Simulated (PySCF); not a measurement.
# How methods differ on the ionisation energy of C

C [He] 2s2 2p2 (3P) → C⁺ [He] 2s2 2p1 (2P), as a difference of total energies. Calculation: PySCF 2.14, in aug-cc-pVDZ (4s3p2d, 23 functions); no relativity, point nucleus. Correlated levels: valence: 1s2 frozen. The calculations carry no spin-orbit coupling.

| method | ionisation energy (eV) |
| --- | --- |
| UHF | 10.817 |
| TPSS | 11.472 |
| B3LYP | 11.568 |
| MP2 (valence) | 11.145 |
| SCS-MP2 (valence) | 11.036 |
| CCSD (valence) | 11.050 |
| CCSD(T) (valence) | 11.066 |

Errors of the correlated levels include the incompleteness of this basis and the frozen core.

Problem. Which method comes closest to the reference value, and which is furthest?

Solution. The reference is 11.262 eV (measured; NIST levels, between the centres of gravity of the two terms). Closest: MP2 (valence) (error -0.117 eV); furthest: UHF (error -0.445 eV).
